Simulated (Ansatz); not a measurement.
Input for Ansatz (development build ahead of 0.2.0):

```yaml
crystal:
  periodic: [false, false, false]
  atoms:
    - { symbol: C, position_ang: [0.32696, 0.3399, -0.25341] }
    - { symbol: C, position_ang: [-1.13017, 0.52026, 0.11139] }
    - { symbol: O, position_ang: [0.75272, -0.9133, 0.19224] }
    - { symbol: H, position_ang: [0.92332, 1.13903, 0.2032] }
    - { symbol: H, position_ang: [0.44929, 0.42827, -1.33937] }
    - { symbol: H, position_ang: [-1.48983, 1.49734, -0.21729] }
    - { symbol: H, position_ang: [-1.74025, -0.25152, -0.36085] }
    - { symbol: H, position_ang: [-1.26462, 0.44655, 1.19156] }
    - { symbol: H, position_ang: [1.6528, -1.05224, -0.05356] }
basis:
  gaussian: { orbitals: def2-SVP }
total_charge: 1
magnetization:
  spin_polarized: true
  initial_magnetization: 1
hamiltonian:
  xc: hf
output:
  forces: true
```

The input is written out in the form of the current development build from the run's settings.

Output:

```json
{
  "Converged": "yes",
  "Total energy": "-153.61612 hartree",
  "Spin squared of the determinant": "0.761",
  "Stability test": "minimum"
}
```

Forces (eV/Å):
```csv
atom,Fx,Fy,Fz
C1,-2.449,2.098,-0.281
C2,-0.272,-0.275,0.221
O3,-0.452,-0.136,0.270
H4,0.651,-0.527,0.147
H5,0.608,-0.570,0.004
H6,0.175,-0.091,-0.017
H7,-0.002,0.102,-0.029
H8,-0.014,0.091,-0.041
H9,1.754,-0.691,-0.275
```
